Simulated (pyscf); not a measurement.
Elementary routes open to silane (SiH₄) + H₂Si=N–SiH₃ in the gas phase (singlet surface):
A. H₃Si–N(SiH₃)–SiH₃ (H–Si broken; N–Si, H–Si formed)
B. H₃Si–NH–SiH₂–SiH₃ (H–Si broken; Si–Si, H–N formed)

PySCF, gas phase, ωB97X-D3(BJ)/def2-SVP geometries.

Problem. Rank the routes by free-energy barrier at 600 K, lowest first, for ωB97M-D3(BJ)/def2-TZVP energies (ideal gas, 1 atm, RRHO with modes under 100 cm⁻¹ raised to 100, one conformer, R ln 2 for chiral ones without a mode under 150 cm⁻¹).

Solution. A (24.1 kcal/mol), B (49.3 kcal/mol)

Route A is the fastest of these, ahead of the next by 25.3 kcal/mol. The most stable products are those of A (ΔG = -36.0 kcal/mol), so kinetics and thermodynamics agree. At 1200 K A is still the fastest. A: On the reactant side the descent ends in a complex, 5.0 kcal/mol under the separated species and 2.5 kcal/mol under the saddle at ωB97X-D3(BJ)/def2-TZVP. Only these routes are compared; each barrier is that of the saddle found, and lower ones may exist.
